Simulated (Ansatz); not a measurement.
Process, species as SMILES: N (NH3) → [NH2] (NH2) + H atom
B3LYP-D3(BJ)/def2-TZVP geometries, fixed; electronic energies without zero-point terms.
Largest species:
```
N
H 1 1.0136
H 1 1.0136 2 107.33
H 1 1.0136 2 107.33 3 -115.09
```

Basis-set convergence of the bond dissociation energy at PBE0 with Ansatz (an electronic-structure program). Cartesian d functions, on some or all atoms, in 6-31G*, 6-31G**; all else is spherical. The program fits the integrals of some runs and decomposes those of others, by size. Open shells are unrestricted. No added dispersion term, no relativity. Functions are those of the species that has most. Reference: the value in pcseg-4, 112.00 kcal/mol, itself unsure by roughly 0.02 kcal/mol (its mean distance from aug-pcseg-3, aug-cc-pVQZ, cc-pV5Z). Deviations are taken from unrounded values.

```json
[
 {"basis": "STO-3G", "functions": "8"},
 {"basis": "3-21G", "functions": "15"},
 {"basis": "6-31G", "functions": "15"},
 {"basis": "def2-SV(P)", "functions": "20"},
 {"basis": "6-31G*", "functions": "21"},
 {"basis": "cc-pVDZ", "functions": "29"},
 {"basis": "def2-SVP", "functions": "29"},
 {"basis": "6-31G**", "functions": "30"},
 {"basis": "6-311G**", "functions": "36"},
 {"basis": "def2-TZVP", "functions": "49"},
 {"basis": "cc-pVTZ", "functions": "72"},
 {"basis": "def2-TZVPP", "functions": "73"},
 {"basis": "cc-pVQZ", "functions": "145"},
 {"basis": "def2-QZVPP", "functions": "147"},
 {"basis": "cc-pV5Z", "functions": "256"}
]
```

**Question.** Which is the smallest set listed that can be trusted to 1 kcal/mol here, that is, within that of the reference together with its larger relatives (same family, alike in diffuse functions; a set with none to test it counts only in the reference's own line)?

**Answer.** The smallest set listed that lies within 1 kcal/mol of the reference with all its larger relatives (same family, alike in diffuse functions; a set with none counts only in the reference's own line) is 6-31G** (30 functions, -0.68 kcal/mol off). Value minus reference: STO-3G 9.21, 3-21G -2.74, 6-31G -1.82, def2-SV(P) -5.17, 6-31G* -2.91, cc-pVDZ -2.84, def2-SVP -1.46, 6-31G** -0.68, 6-311G** -0.79, def2-TZVP -0.68, cc-pVTZ -0.47, def2-TZVPP -0.22, cc-pVQZ -0.13, def2-QZVPP 0.00, cc-pV5Z 0.03 kcal/mol.
